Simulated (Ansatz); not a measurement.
C3H7FO2 can be A, `OCC(O)CF`, or B, `COC(C)(O)F`.

Gas-phase electronic energies from Ansatz, PBE0-D4/def2-TZVP geometries. CCSD(T)/CBS is the MP2 limit (def2-TZVPP, def2-QZVPP) plus CCSD(T) − MP2 in def2-TZVPP, frozen cores. Functionals use def2-TZVPP. B3LYP here is the variant with VWN-RPA as its local correlation; programs differ in this. One conformer a species, not always the lowest.

A:

Z-matrix (Å, degrees):
```
C
C 1 1.514
O 1 1.418 2 106.4
H 1 1.095 2 109.0 3 -120.1
H 1 1.098 2 110.0 3 120.5
C 2 1.506 1 112.3 3 178.9
O 2 1.405 1 110.6 3 56.8
H 2 1.104 1 108.1 3 -64.0
H 3 0.959 1 109.1 2 -161.8
F 6 1.382 2 111.6 1 -51.8
H 6 1.095 2 110.2 1 68.0
H 6 1.093 2 109.6 1 -171.3
H 7 0.964 2 106.2 1 -42.7
```

B:

```xyz
13

C    -0.291   -1.536    0.577
O    -0.398   -0.217    1.066
C    -0.226    0.787    0.124
C     1.095    0.767   -0.602
O    -1.244    0.803   -0.802
F    -0.298    1.928    0.882
H    -0.656   -2.188    1.370
H     0.748   -1.802    0.356
H    -0.901   -1.685   -0.319
H     1.177    1.667   -1.208
H     1.905    0.742    0.126
H     1.162   -0.101   -1.257
H    -2.074    0.834   -0.312
```

Problem. Which is lower in electronic energy at CCSD(T)/CBS, and by how much? (An estimate is asked.)

Solution. The calculation gave: B, by 47.6 kJ/mol.

Problem. Give E(B) − E(A) in kJ/mol with ωB97M-V, B3LYP-D4, B2PLYP, HF/def2-TZVPP, CCSD/def2-TZVPP, B3LYP, PBE0-D4. (Estimate.)

Solution. Ansatz gave: ωB97M-V -54.5, B3LYP-D4 -51.4, B2PLYP -51.1, HF/def2-TZVPP -56.8, CCSD/def2-TZVPP -49.8, B3LYP -50.2, PBE0-D4 -51.9. None reverses the order clearly.

Largest T1 diagnostic: 0.011.

In def2-TZVPP, CCSD(T) changes the Hartree–Fock value by +5.7 kJ/mol (the triples alone add −1.3 kJ/mol) and MP2 by +6.7 kJ/mol.
